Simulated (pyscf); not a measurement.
Homolytic dissociation enthalpies at 298 K of Br–Ge, Cl–Ge, Cl–Si, Cl–Sn, F–Ge, F–Si bonds in 8 gas-phase molecules, in kcal/mol. PySCF, gas phase, ωB97X-D3(BJ)/def2-SVP geometries. Both columns use the same structures and thermal terms. Rows were drawn at random from the closed-shell molecules with such a bond whose radicals are computed, keep their shape and have no isomer in the data more than 5 kcal/mol lower.

```
row                                          molecule                                                       radicals  B3LYP-D3(BJ)/def2-TZVP  ωB97M-D3(BJ)/def2-TZVP
---  ------------------------------------------------  -------------------------------------------------------------  ----------------------  ----------------------
1                                    HO–Ge(Cl)(Cl)–Cl                                            HO–Ge•(Cl)–Cl + Cl•                    87.7                       ?
2                                     HO–Ge(OH)(OH)–F                                             HO–Ge•(OH)–OH + F•                   125.4                   128.9
3                                    Cl–Sn(Cl)(Cl)–Cl                                            Cl• + Cl–Sn•(Cl)–Cl                    77.2                    82.1
4                                    F–SiH₂–O–SiH₂–Cl                                           F–SiH₂–O–SiH₂• + Cl•                   110.5                   115.8
5                                  H₂N–Si(NH₂)(NH₂)–F                                          H₂N–Si•(NH₂)–NH₂ + F•                   159.7                   164.7
6                                  H₂N–Si(NH₂)(Cl)–Cl                                          H₂N–Si•(NH₂)–Cl + Cl•                   111.0                   117.6
7                                    HO–Ge(OH)(OH)–Br                                            HO–Ge•(OH)–OH + Br•                    82.4                    84.2
8    cyclic H₅FO₃Si₃ (SMILES F[SiH]1O[SiH2]O[SiH2]O1)  F• + cyclic H₅O₃Si₃ (SMILES O1[SiH]O[SiH2]O[SiH2]1) [doublet]                   158.3                   162.6
```

Task: Fit a line that carries the B3LYP-D3(BJ) values to the last column and predict row 1.

Result: In the 7 complete rows the last column lies 1.8 to 6.6 kcal/mol from B3LYP-D3(BJ) (mean 4.5, median 4.9). Least squares gives y = 3.3 + 1.01·x with residuals of 1.4 kcal/mol (root mean square). For row 1: 3.3 + 1.01 × 87.7 = 91.9 kcal/mol. The computed value is 92.3 kcal/mol, 0.4 over the line. Left out: the spin-orbit lowering of Br, Cl, F, which is large for Br, Se, Te and I. Elements up to Kr have no core potential and no relativistic terms here. Elements past Kr carry the def2 core potentials, without spin-orbit coupling.
